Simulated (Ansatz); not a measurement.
A CCSD(T) single point on CH$_{3}$FO$_{3}$, SMILES `OC(O)(O)F`.

```yaml
crystal:
  periodic: [false, false, false]
  atoms:
    - {symbol: O, position_ang: [-0.739824, 0.924757, 0.670691]}
    - {symbol: C, position_ang: [0.088584, 0.173936, -0.105786]}
    - {symbol: O, position_ang: [1.244300, 0.042164, 0.601237]}
    - {symbol: O, position_ang: [-0.462708, -1.034911, -0.492324]}
    - {symbol: F, position_ang: [0.328027, 0.805624, -1.293413]}
    - {symbol: H, position_ang: [-1.563038, 1.035745, 0.183871]}
    - {symbol: H, position_ang: [1.848393, -0.480852, 0.064096]}
    - {symbol: H, position_ang: [-0.651534, -1.523665, 0.315828]}
basis:
  gaussian: {orbitals: def2-SVP}
correlation: {method: ccsd_t}
```

```sh
$ ansatz run in.yaml --threads 2 --pin off --events-out ev --progress --plain --max-ram 4352MiB
```

Output of Ansatz, abridged:

```
Functional definition: HF
819 factors; integrals over basis functions are off by at most 1.2e-3 eV
mean field evaluation 1: about -9883.1804 eV, gradient 5.1e1 eV
mean field evaluation 2: about -9883.3041 eV, gradient 5.1e1 eV
mean field evaluation 4: about -9888.0015 eV, gradient 3.1e0 eV
mean field evaluation 8: about -9888.0403 eV, gradient 1.7e-1 eV
mean field -9888.04038281 eV, -363.3787817139 hartree, gradient 1.7e-6 eV, S^2 0.000000; 0 other end points of the search recorded, 0 dependent functions left out
5 core orbitals not correlated: weight in the atoms' cores, before any rotation towards them, 1.000 or more for the frozen orbitals, at most 0.000 for the correlated occupied ones
reference -9888.04038281 eV, -363.3787817139 hartree; 16, 16 occupied and 64, 64 virtual orbitals, 819 factors
second order -23.68728396 eV of doubles, -0.00000000 eV of singles
cycle   1  -23.68450289 eV  change    2.8e-3 eV  update   9.1e-2
cycle   2  -24.14449540 eV  change   -4.6e-1 eV  update   2.4e-2
cycle   3  -24.26026346 eV  change   -1.2e-1 eV  update   1.2e-2
cycle   4  -24.25314626 eV  change    7.1e-3 eV  update   2.1e-3
cycle   5  -24.25269188 eV  change    4.5e-4 eV  update   8.3e-4
cycle   6  -24.25310302 eV  change   -4.1e-4 eV  update   2.5e-4
cycle   7  -24.25292714 eV  change    1.8e-4 eV  update   8.3e-5
cycle   8  -24.25284656 eV  change    8.1e-5 eV  update   2.6e-5
cycle   9  -24.25284378 eV  change    2.8e-6 eV  update   8.0e-6
perturbative correction -0.53098116 eV, -0.0195131977 hartree
Total energy: -9912.82420775 eV, -364.2895704813 hartree
```

Run time 2.6 s (2 threads of an Intel Xeon 6975P-C on a shared host); peak host memory 0.36 GiB.

Correlation energy per correlated electron: -0.774 eV. T1 diagnostic: 0.0103.
